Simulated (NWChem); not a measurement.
**Correlation energy of CH (+1)**

```xyz
2

C      0.0000     0.0000     0.1639
H      0.0000     0.0000    -0.9833
```
Charge +1, spin multiplicity 1.

Everything below was run with NWChem. The geometry was optimised at PBE0/def2-SVP, a minimum by its harmonic frequencies.

Basis set: def2-SVP. Each correlation energy counts from its own Hartree-Fock reference.

The correlated methods keep 1 core orbital frozen. The structure started from a generated list of species. Coupled-cluster values serve here as a point of comparison, not as the truth.

| method | correlation energy (mHa) |
|---|---|
| MP2 | [?] |
| SCS-MP2 | [?] |
| CR-CCSD[T] | -101.2 |
| CR-CCSD(T) | -101.2 |
| CCSD | [?] |
| CCSD+T(CCSD) | -101.4 |
| CCSD(T) | -101.4 |
| CCSDT | [?] |

**Question.** Fill in the missing entries.

**Answer.** 
- MP2, correlation energy (mHa): -68.9
- SCS-MP2, correlation energy (mHa): -78.8
- CCSD, correlation energy (mHa): -99.8
- CCSDT, correlation energy (mHa): -101.7
